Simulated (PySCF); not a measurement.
## H₂CO + Cl₂ → CCl₂ + H₂O

Level: PBE0 in the def2-TZVP basis family, all electrons, no relativity, computed in PySCF with density fitting; open shells unrestricted.

```tsv
species	state and structure	E (Eh)	ZPE (kJ/mol)	H(298 K) − H(0) (kJ/mol)	S° (J/(mol K))
H₂CO	singlet, C2v, C–H 1.109 Å (×2), C–O 1.195 Å; H–C–H 116.0°, H–C–O 122.0° (×2)	-114.41871	70.1	10.0	218.5
Cl₂	singlet, D∞h, Cl–Cl 1.982 Å	-920.08940	3.5	9.1	222.5
CCl₂	singlet, C2v, C–Cl 1.708 Å (×2); Cl–C–Cl 109.5°	-958.08756	11.2	11.4	264.3
H₂O	singlet, C2v, O–H 0.960 Å (×2); H–O–H 105.1°	-76.37736	56.5	9.9	188.7
```

**Question.** What is the electronic reaction energy?

**Answer.** At PBE0/def2-TZVP, ΔE = 113.4 kJ/mol from the differences of the total energies times 2625.5, uphill. 

**Question.** Add zero-point, thermal and entropy terms for 298.15 K and 1 bar.

**Answer.** ΔZPE = -5.9 and Δ[H(298) − H(0)] = 2.2 kJ/mol give ΔH° = 109.7 kJ/mol. ΔS° = 12.0 J/(mol K), so ΔG° = 109.7 − 298.15 × (0.0120) = 106 kJ/mol and log₁₀K = -18.6.

Each species is the lowest minimum found with this bonding; other isomers or fragments can lie lower.
